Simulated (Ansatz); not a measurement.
# Which method gave which barrier?

Saddle point of Si₂H₆Cl, doublet (SiH₃Cl ([SiH3][Cl]) + SiH₃ → SiH₃Cl ([SiH3][Cl]) + SiH₃; bonds formed: Cl1–Si3; bonds broken: Cl1–Si2), PBE0-D4/def2-TZVP structure:

```
9
angstrom
Cl 0.0024 0.0030 0.0017
Si -1.5038 1.6213 -0.8559
Si 1.5045 -1.6209 0.8563
H -1.7598 1.2916 -2.2791
H -2.7517 1.5463 -0.0580
H -0.8642 2.9528 -0.7230
H 2.7808 -1.4949 0.1116
H 1.6991 -1.3435 2.3001
H 0.8930 -2.9558 0.6464
```

Computed with Ansatz 0.2.0 (basis: def2-TZVPP, with def2-QZVPP for the basis limit); correlated methods freeze the cores; orbitals are unrestricted. Extrapolation: Hartree–Fock as exp(−7.88 √X), correlation as X^−2.97. Four methods, as single points on the PBE0-D4 structures, gave these electronic barriers from the start structure: 10.94, 14.64, 20.97, 35.64 kcal/mol.

**Question.** The methods were, in alphabetical order, BLYP-D4, CCSD(T), HF, PBE0-D4. Which gave which? (A judgement: the text doesn't fix the answer.)

**Answer.** The calculation gives: BLYP-D4 10.94; PBE0-D4 14.64; CCSD(T) 20.97; HF 35.64 kcal/mol. For comparison, CCSD(T) at an estimated basis limit (MP2 extrapolated from triple and quadruple zeta, plus CCSD(T) − MP2 in triple zeta) gives 19.19 kcal/mol.

The T1 diagnostic stays at or below 0.016. ⟨S²⟩ of the unrestricted Hartree–Fock references: 0.76 to 0.80 (a pure state has 0.75). The start structure is not quite a true minimum (one mode of 49i cm⁻¹). The end structure is not quite a true minimum (one mode of 49i cm⁻¹).

Radical steps of this kind take place in plasma deposition and etching.

Labels in which every atom is bracketed show which atoms are joined, not bond orders.

For scale, one of the runs: CCSD(T)/def2-TZVPP, 210 basis functions (an equivalent command: `ansatz run in.yaml --threads 4`). The run took 36 s on 4 CPU threads (shared host), with 7 GiB of host memory at its peak.
